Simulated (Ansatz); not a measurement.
# Acetaldehyde (C₂H₄O): ionisation energy by level of theory

An exercise on one series of results from a longer session: the logs are not shown, and one member is left open.

Computed with Ansatz 0.2.0, Gaussian basis. Level: unrestricted cation, the program's frozen cores in correlated methods.

The runs, in order: UKS PBE-D4/def2-TZVPP; UKS r2SCAN-D4/def2-TZVPP; UKS PBE0-D4/def2-TZVPP; UKS B3LYP-D4/def2-TZVPP; UKS wB97X-V/def2-TZVPP; UKS wB97M-V/def2-TZVPP; UKS B2PLYP/def2-TZVPP; UHF-CCSD(T)/def2-TZVPP; UHF-CCSD(T)/def2-QZVPP; extrapolation to the limit; then −ε(HOMO) from the neutral's earlier runs with LDA (SPW92), PBE-D4, revPBE-D4, BLYP-D4, r2SCAN-D4, B97M-V, PBE0-D4, B3LYP-D4, r2SCANh-D4, r2SCAN0-D4, HSE06-D4, BHLYP-D4, CAM-B3LYP-D4, LC-ωPBE, ωB97X-V, ωB97M-V.

## Structure used throughout

All runs share one geometry, relaxed beforehand with PBE0-D4 in a triple-zeta def2 set.

SMILES `CC=O`, 7 atoms, charge 0, spin multiplicity 1.

Atoms are counted from 1 here; the program's logs count them from 0.

Bond lengths: C1–C2 1.494 Å, C1–H4 1.095 Å, C1–H5 1.089 Å, C1–H6 1.095 Å, C2–O3 1.200 Å, C2–H7 1.113 Å. Angles: C2–C1–H4 109.4°, C2–C1–H5 110.9°, C2–C1–H6 109.4°, H4–C1–H5 110.2°, H4–C1–H6 106.5°, H5–C1–H6 110.2°, C1–C2–O3 124.8°, C1–C2–H7 115.0°, O3–C2–H7 120.2°.

Geometry (Å):

```
C    -0.4998    0.3190   -0.2562
C     0.6680   -0.4231    0.3078
O     1.5589   -0.8936   -0.3438
H    -1.4268   -0.1815    0.0413
H    -0.4359    0.3786   -1.3417
H    -0.5358    1.3239    0.1765
H     0.6714   -0.5233    1.4161
```

The first run:

Contents of in.yaml:

```yaml
crystal:
  periodic: [false, false, false]
  atoms:
    - {symbol: C, position_ang: [-0.499818, 0.319021, -0.256180]}
    - {symbol: C, position_ang: [0.667987, -0.423127, 0.307832]}
    - {symbol: O, position_ang: [1.558899, -0.893585, -0.343780]}
    - {symbol: H, position_ang: [-1.426795, -0.181454, 0.041288]}
    - {symbol: H, position_ang: [-0.435887, 0.378567, -1.341683]}
    - {symbol: H, position_ang: [-0.535753, 1.323878, 0.176454]}
    - {symbol: H, position_ang: [0.671366, -0.523300, 1.416068]}
basis:
  gaussian: {orbitals: def2-TZVPP}
total_charge: 1
magnetization: {spin_polarized: true, initial_magnetization: 1}
hamiltonian: {xc: pbe, dispersion: d4}
```

Launch:

```
$ ansatz run in.yaml --threads 2 --pin off --events-out ev --progress --plain --max-ram 32768MiB --backend cpu
```

Steps of the session up to this table: Cation, UKS PBE-D4/def2-TZVPP; Cation, UKS r2SCAN-D4/def2-TZVPP; Cation, UKS PBE0-D4/def2-TZVPP; Cation, UKS B3LYP-D4/def2-TZVPP; Cation, UKS wB97X-V/def2-TZVPP; Cation, UKS wB97M-V/def2-TZVPP; Cation, UKS B2PLYP (frozen core)/def2-TZVPP; Cation, UHF-CCSD(T)/def2-TZVPP; Cation, UHF-CCSD(T)/def2-QZVPP.

One table of the session follows, with a row left open; its other results are not shown here.

For comparison, −ε(HOMO) of the neutral from earlier runs:

| functional | −ε(HOMO) (eV) |
| --- | --- |
| LDA (SPW92) | 6.00 |
| PBE-D4 | ? |
| revPBE-D4 | 5.82 |
| BLYP-D4 | 5.82 |
| r2SCAN-D4 | 6.18 |
| B97M-V | 6.36 |
| PBE0-D4 | 7.49 |
| B3LYP-D4 | 7.27 |
| r2SCANh-D4 | 6.79 |
| r2SCAN0-D4 | 7.71 |
| HSE06-D4 | 7.08 |
| BHLYP-D4 | 9.09 |
| CAM-B3LYP-D4 | 8.98 |
| LC-ωPBE | 10.27 |
| ωB97X-V | 9.96 |
| ωB97M-V | 9.91 |

Q: Estimate the row for PBE-D4 from the others.

**Answer.** −ε(HOMO) (eV): 5.88. In the column «−ε(HOMO) (eV)» it lies between BLYP-D4 (5.82) and LDA (SPW92) (6.00).
